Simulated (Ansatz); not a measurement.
Basis-set extrapolation for C₃H₆F, SMILES `[CH2]C(C)F` radical (PBE0-D4/def2-TZVP geometry, frozen core, Ansatz 0.2.0). Multiplicity 2, UHF reference.

```tsv
	def2-TZVPP	def2-QZVPP
HF	-216.578547	-216.588409
MP2 correlation	-0.738607	-0.794978
CCSD(T) correlation	-0.803779	not run
```

Energies in hartree. Use E(X) = E(∞) + A·exp(−7.88·√X) for Hartree–Fock and E(X) = E(∞) + B·X^(−2.97) for correlation, with X = 3 and 4, and add CCSD(T) minus MP2 of the smaller set to the MP2 limit.

What is the CCSD(T) energy at the basis-set limit?

HF limit: -216.588409 + (-0.009862) × 0.13774 = -216.58977. MP2 limit: -0.794978 + (-0.056371) × 0.74074 = -0.83673. Higher-order term: -0.803779 − (-0.738607) = -0.06517. Total: -217.49167 hartree, 287.1 kJ/mol below CCSD(T)/def2-TZVPP.
